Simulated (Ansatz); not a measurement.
This Ansatz (a quantum-chemistry and plane-wave program) input (PBE/def2-TZVPP) gives -189.64701 Eh with 121 basis functions. A basis named .json is the Basis Set Exchange file of that set (core-valence sets with the plain set on hydrogen).

Ansatz 0.2 input:
```yaml
crystal:
  periodic: [false, false, false]
  atoms:
    - {symbol: O, position_ang: [-1.03161242, -0.43547658, -0.01906221]}
    - {symbol: C, position_ang: [0.00415137, 0.42058817, 0.00392352]}
    - {symbol: O, position_ang: [1.15861150, 0.10574915, 0.01788813]}
    - {symbol: H, position_ang: [-0.66969788, -1.33749408, -0.02206250]}
    - {symbol: H, position_ang: [-0.37120299, 1.45178455, 0.00791402]}
basis:
  gaussian:
    orbitals: def2-TZVPP
    final_grid: {core_spheres: 8, valence_spheres: 7, degree: 23}
hamiltonian:
  xc: {name: PBE}
magnetization: {spin_polarized: false}
```

Change:
```diff
- final_grid: {core_spheres: 8, valence_spheres: 7, degree: 23}
+ fitting: {mean_field: def2-universal-JFIT.json}
```

Task: What does the run give now?

Result: -189.64713 Eh (PBE/def2-TZVPP, 121 functions), a change of -0.12 mEh.
